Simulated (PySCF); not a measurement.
Ligands exchanged one at a time, Si OH-H. Gas-phase values, no solvent. One relaxed conformer stands for each flexible species; it need not be the lowest. Strings in code marks are SMILES.

Level of theory: PySCF with ωB97X-D3(BJ)/def2-TZVP // PBE0-D3(BJ)/def2-TZVP. Delta-SCF ions had no search for a lower state. Excitations are Tamm–Dancoff values on a coarser integration grid. The basis has no diffuse functions, so Rydberg states are missing or too high.

```json
[
 {"species": "0 of 4 OH replaced by H (`O[Si](O)(O)O`)", "HOMO (eV)": "-11.73", "HOMO–LUMO gap (eV)": "…", "T1 excitation (TDA) (eV)": "8.21", "vertical ionisation energy (Delta-SCF) (eV)": "11.89"},
 {"species": "1 of 4 OH replaced by H", "HOMO (eV)": "-11.37", "HOMO–LUMO gap (eV)": "…", "T1 excitation (TDA) (eV)": "8.29", "vertical ionisation energy (Delta-SCF) (eV)": "11.61"},
 {"species": "2 of 4 OH replaced by H", "HOMO (eV)": "-11.45", "HOMO–LUMO gap (eV)": "13.89", "T1 excitation (TDA) (eV)": "7.92", "vertical ionisation energy (Delta-SCF) (eV)": "…"},
 {"species": "3 of 4 OH replaced by H (`O[SiH3]`)", "HOMO (eV)": "-11.29", "HOMO–LUMO gap (eV)": "…", "T1 excitation (TDA) (eV)": "7.09", "vertical ionisation energy (Delta-SCF) (eV)": "11.58"},
 {"species": "4 of 4 OH replaced by H (`[SiH4]`)", "HOMO (eV)": "-12.45", "HOMO–LUMO gap (eV)": "15.46", "T1 excitation (TDA) (eV)": "–", "vertical ionisation energy (Delta-SCF) (eV)": "12.85"}
]
```

Question: Some entries are withheld; supply them.

Answer: 
- 0 of 4 OH replaced by H (`O[Si](O)(O)O`), HOMO–LUMO gap (eV): 14.11
- 1 of 4 OH replaced by H, HOMO–LUMO gap (eV): 14.14
- 2 of 4 OH replaced by H, vertical ionisation energy (Delta-SCF) (eV): 11.72
- 3 of 4 OH replaced by H (`O[SiH3]`), HOMO–LUMO gap (eV): 13.28
